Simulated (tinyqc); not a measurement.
Worked calculation: coupled-perturbed Hartree-Fock on RHF in the sto-6g basis, for BH2+, spin multiplicity 1. Computed by tinyqc, a small Python program that keeps every step (integrals from PySCF). Settings: charge = 1, multiplicity = 1, basis = sto-6g, method = RHF, energy threshold = 1e-10, iteration cap = 89, orthogonalisation = symmetric, start = core, DIIS depth = 6. Command: `OMP_NUM_THREADS=1 python tinyqc.py 25347 25348 out.jsonl` (the two numbers bound the seeds that draw the settings). One thread of a shared host (Intel(R) Xeon(R) Processor @ 2.60GHz), about 0.2 s of CPU time with the checks. The early iterations of the SCF are left out here.

## One-electron integrals

Geometry (angstrom):
```
atom         x          y         z
B     0.000000   0.000000  0.000000
H     0.000000   1.086000  0.626000
H     0.000000  -1.086000  0.626000
```

Basis sto-6g: exponents (1/bohr^2) and contraction coefficients of normalised primitives:
```
element  l (shell)    exponent  coefficient
B            s (1)  506.011147     0.009164
B            s (1)   92.776814     0.049362
B            s (1)   25.955658     0.168538
B            s (1)    8.916445     0.370563
B            s (1)    3.462507     0.416492
B            s (1)    1.426054     0.130334
B            s (2)   23.194575    -0.013253
B            s (2)    4.590810    -0.046992
B            s (2)    1.426819    -0.033785
B            s (2)    0.548948     0.250242
B            s (2)    0.238410     0.595117
B            s (2)    0.109280     0.240706
B            p (3)   23.194575     0.003760
B            p (3)    4.590810     0.037679
B            p (3)    1.426819     0.173897
B            p (3)    0.548948     0.418036
B            p (3)    0.238410     0.425859
B            p (3)    0.109280     0.101708
H            s (1)   35.523221     0.009164
H            s (1)    6.513144     0.049361
H            s (1)    1.822143     0.168538
H            s (1)    0.625955     0.370563
H            s (1)    0.243077     0.416492
H            s (1)    0.100112     0.130334
```

Overlap, kinetic and nuclear-attraction integrals over the contracted functions; the nuclear repulsion is the sum of Za Zb / Rab.

nuclear repulsion = 4.46522003 hartree

overlap S, order 1B 1s, 1B 2s, 1B 2px, 1B 2py, 1B 2pz, 2H 1s, 3H 1s:
```
[[1.000000, 0.264891, 0.000000, 0.000000, 0.000000, 0.059885, 0.059885],
 [0.264891, 1.000000, 0.000000, 0.000000, 0.000000, 0.443974, 0.443974],
 [0.000000, 0.000000, 1.000000, 0.000000, 0.000000, 0.000000, 0.000000],
 [0.000000, 0.000000, 0.000000, 1.000000, 0.000000, 0.403980, -0.403980],
 [0.000000, 0.000000, 0.000000, 0.000000, 1.000000, 0.232865, 0.232865],
 [0.059885, 0.443974, 0.000000, 0.403980, 0.232865, 1.000000, 0.090696],
 [0.059885, 0.443974, 0.000000, -0.403980, 0.232865, 0.090696, 1.000000]]
```

kinetic energy T (hartree), order 1B 1s, 1B 2s, 1B 2px, 1B 2py, 1B 2pz, 2H 1s, 3H 1s:
```
[[10.947243, -0.333880, 0.000000, 0.000000, 0.000000, -0.011434, -0.011434],
 [-0.333880, 0.374498, 0.000000, 0.000000, 0.000000, 0.073057, 0.073057],
 [0.000000, 0.000000, 1.125026, 0.000000, 0.000000, 0.000000, 0.000000],
 [0.000000, 0.000000, 0.000000, 1.125026, 0.000000, 0.174285, -0.174285],
 [0.000000, 0.000000, 0.000000, 0.000000, 1.125026, 0.100463, 0.100463],
 [-0.011434, 0.073057, 0.000000, 0.174285, 0.100463, 0.768522, -0.012101],
 [-0.011434, 0.073057, 0.000000, -0.174285, 0.100463, -0.012101, 0.768522]]
```

nuclear attraction V (hartree), order 1B 1s, 1B 2s, 1B 2px, 1B 2py, 1B 2pz, 2H 1s, 3H 1s:
```
[[-24.236038, -2.967841, 0.000000, 0.000000, -0.017585, -0.741875, -0.741875],
 [-2.967841, -4.570986, 0.000000, 0.000000, -0.150087, -1.777797, -1.777797],
 [0.000000, 0.000000, -4.497260, 0.000000, 0.000000, 0.000000, 0.000000],
 [0.000000, 0.000000, 0.000000, -4.662919, 0.000000, -1.531160, 1.531160],
 [-0.017585, -0.150087, 0.000000, 0.000000, -4.552303, -0.910847, -0.910847],
 [-0.741875, -1.777797, 0.000000, -1.531160, -0.910847, -3.570570, -0.349092],
 [-0.741875, -1.777797, 0.000000, 1.531160, -0.910847, -0.349092, -3.570570]]
```

core Hamiltonian H = T + V (hartree), order 1B 1s, 1B 2s, 1B 2px, 1B 2py, 1B 2pz, 2H 1s, 3H 1s:
```
[[-13.288794, -3.301721, 0.000000, 0.000000, -0.017585, -0.753309, -0.753309],
 [-3.301721, -4.196488, 0.000000, 0.000000, -0.150087, -1.704740, -1.704740],
 [0.000000, 0.000000, -3.372234, 0.000000, 0.000000, 0.000000, 0.000000],
 [0.000000, 0.000000, 0.000000, -3.537893, 0.000000, -1.356875, 1.356875],
 [-0.017585, -0.150087, 0.000000, 0.000000, -3.427277, -0.810384, -0.810384],
 [-0.753309, -1.704740, 0.000000, -1.356875, -0.810384, -2.802048, -0.361193],
 [-0.753309, -1.704740, 0.000000, 1.356875, -0.810384, -0.361193, -2.802048]]
```

## Two-electron integrals

Functions are numbered as in S; the eight-fold symmetry (ij|kl) = (ji|kl) = (kl|ij) leaves the list below.

Two-electron integrals (ij|kl) in chemists' order, unique and non-zero (hartree):
```
(11|11) 2.924993    (21|11) 0.480756    (21|21) 0.099484    (22|11) 0.743449
(22|21) 0.188967    (22|22) 0.544922    (31|31) 0.021096    (32|31) 0.030854
(32|32) 0.120443    (33|11) 0.743450    (33|21) 0.188967    (33|22) 0.544922
(33|33) 0.587109    (41|41) 0.021096    (42|41) 0.030854    (42|42) 0.120443
(43|43) 0.031641    (44|11) 0.743450    (44|21) 0.188967    (44|22) 0.544922
(44|33) 0.523827    (44|44) 0.587109    (51|51) 0.021096    (52|51) 0.030854
(52|52) 0.120443    (53|53) 0.031641    (54|54) 0.031641    (55|11) 0.743450
(55|21) 0.188967    (55|22) 0.544922    (55|33) 0.523827    (55|44) 0.523827
(55|55) 0.587109    (61|11) 0.112820    (61|21) 0.022603    (61|22) 0.042529
(61|33) 0.042297    (61|41) 0.001538    (61|42) 0.002922    (61|44) 0.042820
(61|51) 0.000886    (61|52) 0.001684    (61|54) 0.000301    (61|55) 0.042471
(61|61) 0.005328    (62|11) 0.259821    (62|21) 0.067101    (62|22) 0.211657
(62|33) 0.205753    (62|41) 0.006804    (62|42) 0.039439    (62|44) 0.219048
(62|51) 0.003922    (62|52) 0.022734    (62|54) 0.007664    (62|55) 0.210170
(62|61) 0.016165    (62|62) 0.112233    (63|31) 0.007173    (63|32) 0.032236
(63|43) 0.007456    (63|53) 0.004298    (63|63) 0.012599    (64|11) 0.209242
(64|21) 0.054823    (64|22) 0.182139    (64|33) 0.172538    (64|41) 0.011936
(64|42) 0.063164    (64|44) 0.197877    (64|51) 0.002746    (64|52) 0.017828
(64|54) 0.010308    (64|55) 0.176003    (64|61) 0.013910    (64|62) 0.113114
(64|64) 0.124221    (65|11) 0.120613    (65|21) 0.031602    (65|22) 0.104990
(65|33) 0.099456    (65|41) 0.002746    (65|42) 0.017828    (65|44) 0.105466
(65|51) 0.008756    (65|52) 0.042512    (65|54) 0.010920    (65|55) 0.110048
(65|61) 0.008018    (65|62) 0.065202    (65|64) 0.064342    (65|65) 0.049687
(66|11) 0.416962    (66|21) 0.109978    (66|22) 0.390676    (66|33) 0.367495
(66|41) 0.013799    (66|42) 0.104696    (66|44) 0.419694    (66|51) 0.007954
(66|52) 0.060350    (66|54) 0.030089    (66|55) 0.384839    (66|61) 0.027181
(66|62) 0.262765    (66|64) 0.288271    (66|65) 0.166167    (66|66) 0.774999
(71|11) 0.112820    (71|21) 0.022603    (71|22) 0.042529    (71|33) 0.042297
(71|41) -0.001538   (71|42) -0.002922   (71|44) 0.042820    (71|51) 0.000886
(71|52) 0.001684    (71|54) -0.000301   (71|55) 0.042471    (71|61) 0.005079
(71|62) 0.014650    (71|64) 0.011351    (71|65) 0.007277    (71|66) 0.023824
(71|71) 0.005328    (72|11) 0.259821    (72|21) 0.067101    (72|22) 0.211657
(72|33) 0.205753    (72|41) -0.006804   (72|42) -0.039439   (72|44) 0.219048
(72|51) 0.003922    (72|52) 0.022734    (72|54) -0.007664   (72|55) 0.210170
(72|61) 0.014650    (72|62) 0.074673    (72|64) 0.055627    (72|65) 0.042368
(72|66) 0.133913    (72|71) 0.016165    (72|72) 0.112233    (73|31) 0.007173
(73|32) 0.032236    (73|43) -0.007456   (73|53) 0.004298    (73|63) 0.007610
(73|73) 0.012599    (74|11) -0.209242   (74|21) -0.054823   (74|22) -0.182139
(74|33) -0.172538   (74|41) 0.011936    (74|42) 0.063164    (74|44) -0.197877
(74|51) -0.002746   (74|52) -0.017828   (74|54) 0.010308    (74|55) -0.176003
(74|61) -0.011351   (74|62) -0.055627   (74|64) -0.035278   (74|65) -0.030985
(74|66) -0.094347   (74|71) -0.013910   (74|72) -0.113114   (74|74) 0.124221
(75|11) 0.120613    (75|21) 0.031602    (75|22) 0.104990    (75|33) 0.099456
(75|41) -0.002746   (75|42) -0.017828   (75|44) 0.105466    (75|51) 0.008756
(75|52) 0.042512    (75|54) -0.010920   (75|55) 0.110048    (75|61) 0.007277
(75|62) 0.042368    (75|64) 0.030985    (75|65) 0.031104    (75|66) 0.079498
(75|71) 0.008018    (75|72) 0.065202    (75|74) -0.064342   (75|75) 0.049687
(76|11) 0.050738    (76|21) 0.013093    (76|22) 0.041832    (76|33) 0.040630
(76|44) 0.042057    (76|51) 0.001288    (76|52) 0.007533    (76|55) 0.042807
(76|61) 0.003034    (76|62) 0.018974    (76|64) 0.016701    (76|65) 0.011992
(76|66) 0.040294    (76|71) 0.003034    (76|72) 0.018974    (76|74) -0.016701
(76|75) 0.011992    (76|76) 0.004034    (77|11) 0.416962    (77|21) 0.109978
(77|22) 0.390676    (77|33) 0.367495    (77|41) -0.013799   (77|42) -0.104696
(77|44) 0.419694    (77|51) 0.007954    (77|52) 0.060350    (77|54) -0.030089
(77|55) 0.384839    (77|61) 0.023824    (77|62) 0.133913    (77|64) 0.094347
(77|65) 0.079498    (77|66) 0.243179    (77|71) 0.027181    (77|72) 0.262765
(77|74) -0.288271   (77|75) 0.166167    (77|76) 0.040294    (77|77) 0.774999
```

## Orthogonalisation

S = U s U^T; symmetric (Loewdin) form X = U s^(-1/2) U^T, so that X^T S X = 1.

eigenvalues of S: [0.314551, 0.381541, 0.860585, 1.000000, 1.097321, 1.527762, 1.818239]

X, order 1B 1s, 1B 2s, 1B 2px, 1B 2py, 1B 2pz, 2H 1s, 3H 1s:
```
[[1.030352, -0.160563, 0.000000, 0.000000, -0.011181, 0.024488, 0.024488],
 [-0.160563, 1.253559, 0.000000, 0.000000, 0.115564, -0.312110, -0.312110],
 [0.000000, 0.000000, 1.000000, 0.000000, 0.000000, 0.000000, 0.000000],
 [0.000000, 0.000000, 0.000000, 1.181947, 0.000000, -0.285442, 0.285442],
 [-0.011181, 0.115564, 0.000000, 0.000000, 1.059149, -0.160366, -0.160366],
 [0.024488, -0.312110, 0.000000, -0.285442, -0.160366, 1.230089, -0.015942],
 [0.024488, -0.312110, 0.000000, 0.285442, -0.160366, -0.015942, 1.230089]]
```

## Iteration 8 (converged): orbitals

converged F (hartree), order 1B 1s, 1B 2s, 1B 2px, 1B 2py, 1B 2pz, 2H 1s, 3H 1s:
```
[[-8.046270, -2.239416, 0.000000, 0.000000, 0.009542, -0.511103, -0.511103],
 [-2.239416, -1.391455, 0.000000, 0.000000, -0.127238, -0.695618, -0.695618],
 [0.000000, 0.000000, -0.174331, 0.000000, 0.000000, 0.000000, 0.000000],
 [0.000000, 0.000000, 0.000000, -0.628567, 0.000000, -0.486005, 0.486005],
 [0.009542, -0.127238, 0.000000, 0.000000, -0.244541, -0.233797, -0.233797],
 [-0.511103, -0.695618, 0.000000, -0.486005, -0.233797, -0.681104, -0.152808],
 [-0.511103, -0.695618, 0.000000, 0.486005, -0.233797, -0.152808, -0.681104]]
```

Diagonalise F' = X^T F X, C = X C', fill 3 alpha and 3 beta electrons from the bottom; D = 2 C_occ C_occ^T. Each column has its largest component positive (the first on a tie).

F' = X^T F X (hartree):
```
[[-7.879129, -1.103242, 0.000000, 0.000000, 0.005964, -0.063068, -0.063068],
 [-1.103242, -0.675541, 0.000000, 0.000000, 0.034451, -0.396962, -0.396962],
 [0.000000, 0.000000, -0.174331, 0.000000, 0.000000, 0.000000, 0.000000],
 [0.000000, 0.000000, 0.000000, -0.308328, 0.000000, -0.394994, 0.394994],
 [0.005964, 0.034451, 0.000000, 0.000000, -0.155649, -0.182136, -0.182136],
 [-0.063068, -0.396962, 0.000000, -0.394994, -0.182136, -0.267653, -0.036425],
 [-0.063068, -0.396962, 0.000000, 0.394994, -0.182136, -0.036425, -0.267653]]
```

orbital energies (hartree): [-8.048119, -0.981723, -0.829713, -0.250404, -0.174331, 0.265850, 0.290156]

coefficients C, order 1B 1s, 1B 2s, 1B 2px, 1B 2py, 1B 2pz, 2H 1s, 3H 1s:
```
[[0.995252, -0.224514, 0.000000, 0.130079, 0.000000, -0.175719, 0.000000],
 [0.018953, 0.663876, 0.000000, -0.564274, 0.000000, 1.022681, 0.000000],
 [0.000000, 0.000000, 0.000000, 0.000000, 1.000000, 0.000000, 0.000000],
 [0.000000, 0.000000, 0.588614, 0.000000, 0.000000, 0.000000, 1.101584],
 [0.000486, 0.121742, 0.000000, 0.803604, 0.000000, 0.725336, 0.000000],
 [-0.003314, 0.301999, 0.392517, 0.221529, 0.000000, -0.848832, -0.838871],
 [-0.003314, 0.301999, -0.392517, 0.221529, 0.000000, -0.848832, 0.838871]]
```

D after iteration 8, order 1B 1s, 1B 2s, 1B 2px, 1B 2py, 1B 2pz, 2H 1s, 3H 1s:
```
[[2.081866, -0.260372, 0.000000, 0.000000, -0.053699, -0.142203, -0.142203],
 [-0.260372, 0.882181, 0.000000, 0.000000, 0.161662, 0.400854, 0.400854],
 [0.000000, 0.000000, 0.000000, 0.000000, 0.000000, 0.000000, 0.000000],
 [0.000000, 0.000000, 0.000000, 0.692932, 0.000000, 0.462081, -0.462081],
 [-0.053699, 0.161662, 0.000000, 0.000000, 0.029643, 0.073529, 0.073529],
 [-0.142203, 0.400854, 0.000000, 0.462081, 0.073529, 0.490567, -0.125710],
 [-0.142203, 0.400854, 0.000000, -0.462081, 0.073529, -0.125710, 0.490567]]
```

## Convergence

Stop when the energy changes by less than 1e-10 hartree and every element of the error matrix X^T (F D S - S D F) X is below 3e-06.

Course of the cycle:
```
iteration   E (hartree)     change  largest element of the error matrix
1          -24.36627821          -                             5.39e-01
2          -25.35713307  -9.91e-01                             8.21e-02
3          -25.37147740  -1.43e-02                             2.61e-02
4          -25.37303459  -1.56e-03                             4.18e-03
5          -25.37309881  -6.42e-05                             4.86e-04
6          -25.37309930  -4.96e-07                             3.00e-05
7          -25.37309931  -3.01e-09                             1.25e-06
8          -25.37309931  -2.79e-12                             6.76e-08
```

PySCF RHF in the same basis = -25.37309931 hartree

Converged in 8 iterations.

## Integrals over molecular orbitals

(pq|rs) = sum C_ip C_jq C_kr C_ls (ij|kl), one index at a time.

one-electron integrals over orbitals h = C^T H C (hartree):
```
[[-13.278688, 0.287124, 0.000000, -0.190494, 0.000000, 0.202140, 0.000000],
 [0.287124, -3.468224, 0.000000, 0.089587, 0.000000, -0.525147, 0.000000],
 [0.000000, 0.000000, -3.231853, 0.000000, 0.000000, 0.000000, -0.520019],
 [-0.190494, 0.089587, 0.000000, -3.279142, 0.000000, -0.245680, 0.000000],
 [0.000000, 0.000000, 0.000000, 0.000000, -3.372234, 0.000000, 0.000000],
 [0.202140, -0.525147, 0.000000, -0.245680, 0.000000, -2.726539, 0.000000],
 [0.000000, 0.000000, -0.520019, 0.000000, 0.000000, 0.000000, -2.712987]]
```

Two-electron integrals over orbitals (pq|rs), unique and non-zero (hartree):
```
(11|11) 2.903360    (21|11) -0.258193   (21|21) 0.037377    (22|11) 0.623247
(22|21) -0.007862   (22|22) 0.479788    (31|31) 0.009221    (32|31) 0.014903
(32|32) 0.141475    (33|11) 0.563657    (33|21) -0.003083   (33|22) 0.469535
(33|33) 0.486452    (41|11) 0.152780    (41|21) -0.019343   (41|22) 0.014421
(41|33) 0.006652    (41|41) 0.028040    (42|11) -0.075450   (42|21) 0.007188
(42|22) 0.025946    (42|33) 0.018405    (42|41) 0.012337    (42|42) 0.067078
(43|31) -0.002756   (43|32) 0.020787    (43|43) 0.030720    (44|11) 0.710267
(44|21) -0.012550   (44|22) 0.438582    (44|33) 0.428439    (44|41) -0.010817
(44|42) -0.071471   (44|44) 0.584103    (51|51) 0.022001    (52|51) 0.021565
(52|52) 0.073642    (53|53) 0.019390    (54|51) -0.012300   (54|52) -0.032699
(54|54) 0.044362    (55|11) 0.743130    (55|21) -0.009113   (55|22) 0.471677
(55|33) 0.441661    (55|41) 0.004972    (55|42) -0.036582   (55|44) 0.509497
(55|55) 0.587109    (61|11) -0.206501   (61|21) 0.032432    (61|22) -0.000727
(61|33) 0.000068    (61|41) -0.006347   (61|42) 0.014346    (61|44) -0.018409
(61|55) -0.005261   (61|61) 0.034326    (62|11) 0.205813    (62|21) -0.006854
(62|22) 0.051431    (62|33) 0.014693    (62|41) 0.013920    (62|42) -0.004731
(62|44) 0.059387    (62|55) 0.100727    (62|61) 0.000721    (62|62) 0.088924
(63|31) 0.001174    (63|32) -0.065135   (63|43) -0.024859   (63|63) 0.073927
(64|11) 0.080347    (64|21) 0.000661    (64|22) 0.021848    (64|33) 0.002676
(64|41) 0.003693    (64|42) -0.004063   (64|44) 0.043166    (64|55) 0.038238
(64|61) 0.003404    (64|62) 0.045092    (64|64) 0.030674    (65|51) 0.016680
(65|52) 0.050903    (65|54) -0.013118   (65|65) 0.043061    (66|11) 0.627882
(66|21) -0.007162   (66|22) 0.489115    (66|33) 0.477785    (66|41) 0.022885
(66|42) 0.055759    (66|44) 0.413302    (66|55) 0.454531    (66|61) 0.005273
(66|62) 0.037385    (66|64) 0.015572    (66|66) 0.540268    (71|31) 0.013828
(71|32) 0.019665    (71|43) -0.004619   (71|63) 0.001939    (71|71) 0.020880
(72|31) 0.007366    (72|32) -0.019905   (72|43) -0.032563   (72|63) 0.051548
(72|71) 0.010637    (72|72) 0.054524    (73|11) 0.214996    (73|21) -0.006244
(73|22) 0.031150    (73|33) 0.021652    (73|41) -0.001264   (73|42) -0.054831
(73|44) 0.102043    (73|55) 0.103218    (73|61) -0.006908   (73|62) 0.069811
(73|64) 0.036506    (73|66) -0.010107   (73|73) 0.109848    (74|31) -0.009263
(74|32) -0.070516   (74|43) 0.006654    (74|63) 0.037641    (74|71) -0.013192
(74|72) 0.003956    (74|74) 0.056575    (75|53) 0.016315    (75|75) 0.017859
(76|31) 0.009801    (76|32) 0.115541    (76|43) 0.033823    (76|63) -0.077992
(76|71) 0.012896    (76|72) -0.045057   (76|74) -0.055983   (76|76) 0.122383
(77|11) 0.643853    (77|21) -0.008307   (77|22) 0.466271    (77|33) 0.484074
(77|41) 0.004272    (77|42) 0.001109    (77|44) 0.460017    (77|55) 0.457931
(77|61) -0.006376   (77|62) 0.013061    (77|64) 0.001026    (77|66) 0.484043
(77|73) 0.031223    (77|77) 0.508974
```

## Response to a field: uncoupled start

dipole integrals <a|z|i> (bohr), order a4, a5, a6, a7:
```
[[0.095500, 0.850087, 0.000000],
 [0.000000, 0.000000, 0.000000],
 [0.067083, -0.136268, 0.000000],
 [0.000000, 0.000000, -0.740454]]
```

Field along z; U_ai = -mu_ai / (e_a - e_i), alpha = -4 sum U_ai mu_ai.

uncoupled U, order a4, a5, a6, a7:
```
[[-0.012247, -1.162403, 0.000000],
 [0.000000, 0.000000, 0.000000],
 [-0.008069, 0.109226, 0.000000],
 [0.000000, 0.000000, 0.661197]]
```

uncoupled polarisability = 5.977297 bohr^3

## Coupled step 1

U_ai = -(mu_ai + sum_bj [4 (ai|bj) - (ab|ij) - (aj|bi)] U_bj) / (e_a - e_i); alpha = -4 sum U_ai mu_ai.

U after step 1, order a4, a5, a6, a7:
```
[[-0.007264, -1.427872, 0.000000],
 [0.000000, 0.000000, 0.000000],
 [0.000269, 0.036131, 0.000000],
 [0.000000, 0.000000, 0.620648]]
```

polarisability = 6.715902 bohr^3

## Coupled step 2

As before.

U after step 2, order a4, a5, a6, a7:
```
[[-0.004643, -1.524903, 0.000000],
 [0.000000, 0.000000, 0.000000],
 [0.002111, 0.018855, 0.000000],
 [0.000000, 0.000000, 0.595070]]
```

polarisability = 6.959172 bohr^3

## Coupled polarisability

Repeat until U stops changing; compare with -d2E/dF2.

Course of the coupled iterations:
```
step  alpha (bohr^3)
0           5.977297
1           6.715902
2           6.959172
3           7.046390
4           7.078678
5           7.090878
6           7.095550
7           7.097355
8           7.098056
9           7.098329
10          7.098436
11          7.098478
12          7.098494
13          7.098500
14          7.098503
15          7.098504
16          7.098504
17          7.098504
18          7.098505
19          7.098505
20          7.098505
```

coupled polarisability = 7.098505 bohr^3

finite-field check, fields of +/-0.001 au = 7.098502 bohr^3
